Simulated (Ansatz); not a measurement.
Cartesian coordinates in Å:
```
N -2.265 0.717 0.213
C -0.892 0.864 -0.121
O -0.150 -0.313 0.141
C 1.221 -0.176 -0.189
N 1.958 -1.361 0.077
H -2.374 0.500 1.195
H -2.685 -0.034 -0.319
H -0.808 1.119 -1.188
H -0.470 1.699 0.457
H 1.654 0.653 0.388
H 1.316 0.073 -1.256
H 1.903 -1.604 1.058
H 1.591 -2.138 -0.456
```

Charge 0, multiplicity 1.

Problem. List the B3LYP/def2-TZVPP orbital energies in eV (the Gaussian-basis code of Ansatz). (Best estimate.)

Solution. Computed: Occupied: -520.40, -389.19, -389.19, -278.69, -278.69, -28.45, -24.59, -23.75, -18.29, -17.28, -14.44, -13.84, -13.77, -13.12, -11.64, -11.57, -10.10, -9.27, -7.75, -7.24, -6.90. Lowest empty: 0.79, 1.14, 1.50, 1.93, 2.69, 2.96, 3.46, 3.52.

B3LYP here is the variant with VWN-RPA as its local correlation; programs differ in this.
